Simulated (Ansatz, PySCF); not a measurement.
Species: triplet methylene, CH₂, net charge 0, triplet state. SMILES: [CH2]
Geometry from a B3LYP-D3(BJ)/def2-TZVP (Ansatz, a program for electronic structure) optimisation:
```xyz
3

C      0.0094     0.0032     0.1026
H     -0.0192     0.9863    -0.3393
H     -0.0373    -1.0052    -0.2764
```
Charge 0, spin multiplicity 3.

Quantity: vertical singlet-triplet gap (E(singlet) - E(triplet); the singlet is one closed-shell determinant, which may describe it poorly; each state is the SCF solution reached for its spin; for the singlet the Hartree-Fock reference is unstable and T1 is 0.008), in kJ/mol. Correlated levels leave the core frozen unless marked. Open shells are spin-unrestricted. Spin-orbit coupling is left out. Non-relativistic. CBS(X,Y): correlation extrapolated as X^-3; Hartree-Fock from the larger set.

```
level                                 program  vertical singlet-triplet gap (kJ/mol)
------------------------------------  -------  -------------------------------------
BHLYP/def2-TZVPD                       Ansatz                                  104.6
M06-2X/def2-TZVPD                       PySCF                                      …
CAM-B3LYP/def2-TZVPD                   Ansatz                                      …
SCS-MP2/def2-SVPD                      Ansatz                                  111.4
SCS-MP2/def2-TZVPPD                    Ansatz                                   92.2
SCS-MP2/def2-QZVPPD                    Ansatz                                   86.0
CCSD/def2-SVPD                         Ansatz                                  112.4
CCSD/def2-TZVPPD                       Ansatz                                      …
CCSD/aug-cc-pVQZ                       Ansatz                                   96.1
CCSD(T)/CBS(aug-cc-pVTZ,aug-cc-pVQZ)   Ansatz                                      …
```

Question: Complete the blanks.

Answer: 
- M06-2X/def2-TZVPD, vertical singlet-triplet gap (kJ/mol): 107.8
- CAM-B3LYP/def2-TZVPD, vertical singlet-triplet gap (kJ/mol): 101.9
- CCSD/def2-TZVPPD, vertical singlet-triplet gap (kJ/mol): 99.7
- CCSD(T)/CBS(aug-cc-pVTZ,aug-cc-pVQZ), vertical singlet-triplet gap (kJ/mol): 89.2
